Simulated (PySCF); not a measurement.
**CS₂, singlet: reading a ladder of total energies**

Geometry: MP2(full)/6-31G*, from the G2/97 set.

```csv
atom,x (Å),y (Å),z (Å)
S,0.0000,0.0000,1.5611
C,0.0000,0.0000,0.0000
S,0.0000,0.0000,-1.5611
```

Basis 6-31G* (Cartesian d functions); PySCF 2.14.0. Only valence electrons are correlated (noble-gas cores frozen), which leaves 16 electrons in 42 orbitals. Prefix R: restricted or restricted open-shell reference.

Full CI isn't at hand for all of this; RCCSDT(Q) serves as the reference, and is uncertain by about the last step of the cluster series.

```json
{"level": "RHF", "total energy (hartree)": "-832.883476"}
{"level": "RMP2", "total energy (hartree)": "-833.264708"}
{"level": "RCCSD", "total energy (hartree)": "-833.277162"}
{"level": "RCCSD(T)", "total energy (hartree)": "-833.300412"}
{"level": "RCCSDT", "total energy (hartree)": "-833.301320"}
{"level": "RCCSDT(Q)", "total energy (hartree)": "-833.303045"}
```

**Question.** What is the correlation energy at RCCSDT(Q), and what share of it do RMP2 and RCCSDT recover?

**Answer.** E(corr) = -833.303045 − (-832.883476) = -0.419569 hartree = -11.417 eV. RMP2: -0.381232 / -0.419569 = 90.86 %. RCCSDT: -0.417844 / -0.419569 = 99.59 %.

**Question.** By how many kcal/mol does RCCSD(T) miss RCCSDT(Q) (1 hartree = 627.509 kcal/mol), and which steps make up the rest?

**Answer.** -833.300412 − (-833.303045) = 0.002633 hartree = 1.65 kcal/mol. Steps: RCCSDT − RCCSD(T) = -0.57, RCCSDT(Q) − RCCSDT = -1.08 kcal/mol. Differences between like states or geometries often cancel part of this.
